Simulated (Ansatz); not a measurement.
A nudged elastic band was laid between two geometries of BClFH (4 atoms, charge 0, multiplicity 1).

These are results of RKS r2SCANh/def2-SVP (Ansatz), not measurements.

| Item | Value |
| --- | --- |
| movable images | 3 |
| climbing image | no |
| spring | 5.0 eV/Å² |
| optimiser | quadratic models (default) |
| start path | through a guess of the saddle point |
| force threshold | 0.05 eV/Å |
| iteration limit | 60 |
| end points | relaxed |

Image 0:

```xyz
4
Properties=species:S:1:pos:R:3
B 0.246 0.000 0.274
H -0.014 0.000 1.445
Cl 1.905 0.000 -0.278
F -0.714 0.000 -0.619
```

Image 4:

```xyz
4
Properties=species:S:1:pos:R:3
B -0.699 0.001 -0.160
H 1.389 0.000 0.566
Cl 2.621 0.000 0.992
F -1.887 0.000 -0.576
```

(1) What changes between the two ends?

(2) Give the energies along the band, and the barrier.

(3) What is the geometry of the highest image?

Answers

(1) Bonds broken: B1–H2, B1–Cl3. Bonds formed: H2–Cl3. BClFH becomes BF + ClH.

(2) The run converged. The highest image is number 2 of 0 to 4, 82.0 kcal/mol above the first end and 2.9 kcal/mol above the last; the last end lies 79.1 kcal/mol above the first. Neighbouring images differ by up to 2.9 eV, so the band resolves the path poorly. No image climbed, so the highest image needn't sit at the top of the path. So few images can step over the top or miss a turn of the path. The orbitals stay closed-shell, which can raise the energy where a bond breaks towards radicals; this wasn't checked here.

```csv
image,path coordinate (Å),energy (kcal/mol),B1–H2 (Å),B1–Cl3 (Å),H2–Cl3 (Å)
0,0.00,0.0,1.20,1.75,2.58
1,0.83,67.4,1.20,2.16,1.87
2,1.66,82.0,1.84,2.86,1.33
3,2.49,79.8,2.09,3.28,1.31
4,3.32,79.1,2.21,3.51,1.30
```

(3) 
```xyz
4
Properties=species:S:1:pos:R:3
B -0.760 0.000 0.407
H 0.982 0.000 0.994
Cl 2.098 0.000 0.267
F -0.896 0.000 -0.845
```

The run took 87 s on 1 thread of Arm Neoverse V1, on a shared host, peak memory 0.11 GiB.
